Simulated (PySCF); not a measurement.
## A thermochemical cycle for CN

CCSD(T) in PySCF with def2-TZVPPD on every atom, for the lowest determinant that a PBE0 search found; no spin–orbit coupling. CN, a doublet (σ ↑), has De = 7.45 eV to neutral atoms, and CN⁺, a triplet (σ ↑, π ↑), has De = 4.71 eV to C⁺ + N.

The adiabatic ionisation energy of CN, between the minima, is 13.92 eV.

Q: Which ionisation energy of the C atom does this level give?

A: IE(C) = IE(molecule) + De(ion) − De(neutral) = 13.92 + 4.71 − 7.45 = 11.18 eV; the measured value is 11.26 eV (NIST ASD).

Correlated steps freeze 2 core orbitals. For an ion De counts to the pair picked by the measured ionisation energies or electron affinities, which need not be the lowest pair at this level. The CCSD T1 diagnostic is raised in CN, CN⁺, a sign that a single reference may not be enough there. States were picked by a PBE0 search and need not be the measured ground states.
